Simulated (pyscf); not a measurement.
Structures and frequencies: ωB97X-D3(BJ)/def2-SVP in PySCF. Correlated levels are frozen-core, on RHF or UHF. ΔMP2 is the change of the MP2 total energy from the triple- to the quadruple-zeta basis.

PBE/def2-TZVP puts the barrier of `[O]=[B][OH]` + `[SiH4]` → `[OH][BH][O][SiH3]` (addition across a multiple bond or ene-type step; singlet surface; H–Si broken, B–H, O–Si formed) at 9.2 kcal/mol and the reaction energy at -40.6 kcal/mol, from the separated reactants. What do PBE0-D3(BJ)/def2-TZVP, ωB97M-D3(BJ)/def2-TZVP, CCSD(T)/def2-TZVPP + ΔMP2(QZVPP) give on the same structures?

PBE0-D3(BJ): ΔE‡ = 8.3 kcal/mol, ΔE = -45.9 kcal/mol; ωB97M-D3(BJ): ΔE‡ = 11.3 kcal/mol, ΔE = -44.5 kcal/mol; CCSD(T): ΔE‡ = 12.3 kcal/mol, ΔE = -45.5 kcal/mol. PBE's barrier lies among them. Its reaction energy lies over all of them, by 3.9 to 5.3 kcal/mol. One saddle was located; it need not be the lowest between these sides. The CCSD(T) − MP2 part came from Ansatz, without density fitting, on the same reference.
